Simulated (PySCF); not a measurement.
Electric field gradients and quadrupole coupling constants

C2F3N.
Numbering: `[C-:1]#[N+:2][C:3]([F:4])([F:5])[F:6]`

Structure used (PBE0-D3(BJ)/def2-TZVP), in Å, numbered top down from 1:
```
atom  x, y, z in Å
C1     2.1303    0.1403   -0.1531
N2     0.9664    0.0620   -0.0754
C3    -0.4287   -0.0345    0.0222
F4    -0.9991    1.0048   -0.5660
F5    -0.7946   -0.0597    1.2934
F6    -0.8503   -1.1424   -0.5658
```

Field gradients from the PBE0/pcSseg-2 density (PySCF, non-relativistic), principal values in atomic units, ordered |Vxx| ≤ |Vyy| ≤ |Vzz|:

| atom | Vxx | Vyy | Vzz |
| --- | --- | --- | --- |
| N2 | -0.1141 | -0.1142 | 0.2284 |

**Question.** Find the asymmetry η = (Vxx − Vyy)/Vzz and the couplings χ = eQV/h (234.96 MHz × Q in barn × V in au), with Q(14N) = 0.02044 b.

**Answer.** 
| atom | environment | nucleus | η | χzz (MHz) | χxx (MHz) | χyy (MHz) |
| --- | --- | --- | --- | --- | --- | --- |
| N2 | isocyanide nitrogen | 14N | 0.00 | 1.097 | -0.548 | -0.549 |

The gradient is axial or nearly so (η below 0.05) at N2. 

**Question.** What is Vzz at N2 in SI units (1 au = 9.71736 × 10²¹ V/m²)?

**Answer.** 0.2284 au = 2.219 × 10²¹ V/m².

**Question.** And the gradient at the other heavy atoms, for which no coupling is worked out here?

**Answer.** 
| atom | environment | Vzz (au) | η |
| --- | --- | --- | --- |
| C1 | isocyanide carbon | -0.936 | 0.00 |
| C3 | CF3 carbon | -0.086 | 0.00 |
| F4 | fluorine of a CF3 group | 2.963 | 0.02 |
| F5 | fluorine of a CF3 group | 2.962 | 0.02 |
| F6 | fluorine of a CF3 group | 2.963 | 0.02 |

Geometry: PBE0-D3(BJ)/def2-TZVP; no solvent, vibrations or thermal averaging.
